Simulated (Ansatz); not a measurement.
# AlSiH₂+ (quintet): the correlation ladder, def2-TZVPP

One table from this session's results is given with a row withheld; the runs are named, their logs left out.

Program: Ansatz 0.2.0, Gaussian basis. Level of theory: def2-TZVPP, core rule «outside noble gas», up to 10 orbitals frozen. These are calculated values, not measurements.

Plan: UHF; ROHF; CCSD(T) on UHF.

**What is computed**

The geometry is a PBE0/def2-TZVP stationary point (not a proven minimum) of the parent state, kept for this charge and spin.

4 atoms, charge 1, spin multiplicity 5.

Atoms are counted from 1 here; the program's logs count them from 0.

Bond lengths: Si1–Al2 2.337 Å, Si1–H3 1.490 Å, Si1–H4 1.490 Å. Angles: Al2–Si1–H3 125.4°, Al2–Si1–H4 125.4°, H3–Si1–H4 109.2°.

Coordinates:

| atom | x (Å) | y (Å) | z (Å) |
| --- | --- | --- | --- |
| Si1 | 0.0000 | 0.0000 | 1.0744 |
| Al2 | 0.0000 | 0.0000 | -1.2631 |
| H3 | 0.0000 | 1.2144 | 1.9373 |
| H4 | 0.0000 | -1.2144 | 1.9373 |

Set-up of the first run:

in.yaml

```yaml
crystal:
  periodic: [false, false, false]
  atoms:
    - {symbol: Si, position_ang: [0.000000, 0.000000, 1.074378]}
    - {symbol: Al, position_ang: [0.000000, 0.000000, -1.263082]}
    - {symbol: H, position_ang: [0.000000, 1.214383, 1.937350]}
    - {symbol: H, position_ang: [0.000000, -1.214383, 1.937350]}
basis:
  gaussian: {orbitals: def2-TZVPP}
total_charge: 1
magnetization: {spin_polarized: true, initial_magnetization: 4}
hamiltonian: {xc: hf}
output: {orbitals: {seedname: orbitals}}
```

The run is started by

```sh
$ ansatz run in.yaml --threads 1 --pin off --events-out ev --progress --plain --max-ram 4096MiB --backend cpu
```

Steps of the session up to this table: UHF; ROHF; CCSD(T) on UHF.

One of the session's tables, all rows but one given; the rest of the session is left out.

It belongs to the step «Misses and costs». 

| method | from UCCSD(T) (meV) |
| --- | --- |
| ROHF | +3802.7 |
| UHF | +3758.7 |
| UMP2 | +908.3 |
| UCCSD | ? |
| UCCSD(T) | 0 |

Q: Estimate the row for UCCSD from the others.

The run gave: from UCCSD(T) (meV): +129.7. In the column «from UCCSD(T) (meV)» it lies between UCCSD(T) (0) and UMP2 (+908.3).
